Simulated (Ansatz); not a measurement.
We consider fcc Ca, described by r²SCAN in Ansatz (plane waves, PAW).

Settings: plane-wave cutoff 560 eV, 18×18×18 k mesh, Fermi–Dirac smearing 0.05 eV, scalar-relativistic PAW data made under PBE.

Energies at three volumes about the minimum:

```csv
V (Å³/atom),E − E_lowest (meV/atom)
42.281,1.01
43.144,0.00
44.006,0.93
```

Question: Fit a parabola by hand: where is the minimum, what lattice constant follows, and what is the bulk modulus?

Answer: Slopes: (0.00 − 1.01)/(43.144 − 42.281) = -1.170 and (0.93 − 0.00)/(44.006 − 43.144) = 1.079 meV/Å³. Curvature E″ = 2 × (1.079 − (-1.170))/(44.006 − 42.281) = 2.608 meV/Å⁶. From the middle of the first interval, the slope vanishes at V0 = 42.7125 − (-1.170)/2.608 = 43.161 Å³/atom. B = V0 E″ = 43.161 × 2.608 meV/Å³ × 0.1602 GPa per meV/Å³ = 18.0 GPa. With 4 atoms in the cube, a = (4 × 43.161)^(1/3) = 5.568 Å. The full Birch–Murnaghan fit to all volumes gives V0 = 43.150 Å³/atom and B0 = 17.9 GPa.

Measured, for comparison: bulk modulus 18.6 GPa (corrected for temperature and zero-point phonon effects, sources range from 15.9 to 18.7; as tabulated in Levämäki et al. (2014), arXiv:1402.3671); lattice constant a 5.553 Å (low-temperature or extrapolated to 0 K; zero-point anharmonic expansion removed; as tabulated in Csonka et al. (2009), arXiv:0903.4037). Computed less measured: bulk modulus -3.8 % (inside the range of the sources held).

Ansatz is a first-principles code.
